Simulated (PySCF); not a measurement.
Species, as SMILES: ClCCl.
Geometry (B3LYP-D3(BJ)/def2-TZVP, fixed):
```xyz
5

C      0.0039     0.0052     0.7673
Cl    -0.0175     1.4825    -0.2263
Cl     0.0153    -1.4855    -0.2061
H     -0.8904    -0.0005     1.3784
H      0.9045     0.0193     1.3690
```

How fast the isotropic shielding of C1 converges with the basis for several methods (PySCF): deviation from each method's own reference, in ppm. References: HF 131.88 ppm, the value in pcseg-3; PBE 106.84 ppm, the value in pcseg-3; PBE0 115.41 ppm, the value in pcseg-3. All functions are spherical. No added dispersion term, no relativity. GIAO; atoms are numbered in the order shown.

```csv
basis,functions,HF,PBE,PBE0
3-21G,39,33.95,36.10,35.63
def2-SV(P),54,9.88,13.87,12.55
def2-SVP,60,11.28,15.28,13.96
6-31G**,60,16.93,19.54,18.80
cc-pV(D+d)Z,70,13.73,17.18,15.94
aug-pcseg-1,95,8.05,9.89,9.34
def2-TZVP,117,2.61,3.82,3.50
"6-311++G(3df,3pd)",169,4.06,4.48,4.36
```

Mean absolute deviation over def2-TZVP, 6-311++G(3df,3pd): HF 3.33, PBE0 3.93, PBE 4.15 ppm.
